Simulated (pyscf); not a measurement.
Elementary routes open to H₂N–Sn(NH₂)(NH₂)–NH₂ + H atom (H•) in the gas phase (doublet surface):
A. •HN–Sn(NH₂)(NH₂)–NH₂ + hydrogen (H₂) (H–N broken; H–H formed)
B. ammonia (NH₃) + H₂N–Sn•(NH₂)–NH₂ (N–Sn broken; H–N formed)

Optimised with ωB97X-D3(BJ)/def2-SVP in PySCF.

Q: Rank the routes by free-energy barrier at 1200 K, lowest first, for ωB97M-D3(BJ)/def2-TZVP energies (ideal gas, 1 atm, RRHO with modes under 100 cm⁻¹ raised to 100, one conformer, R ln 2 for chiral ones without a mode under 150 cm⁻¹).

A: B (33.4 kcal/mol), A (39.5 kcal/mol)

Route B is the fastest of these, ahead of the next by 6.2 kcal/mol. The most stable products are those of B (ΔG = -38.6 kcal/mol), so kinetics and thermodynamics agree. At 298 K B is still the fastest. B: On the product side the descent ends in a complex (not fully relaxed), 6.3 kcal/mol under the separated species and 47.9 kcal/mol under the saddle at ωB97X-D3(BJ)/def2-TZVP. Only these routes are compared; each barrier is that of the saddle found, and lower ones may exist. Elements past Kr carry the def2 core potentials, without spin-orbit coupling.
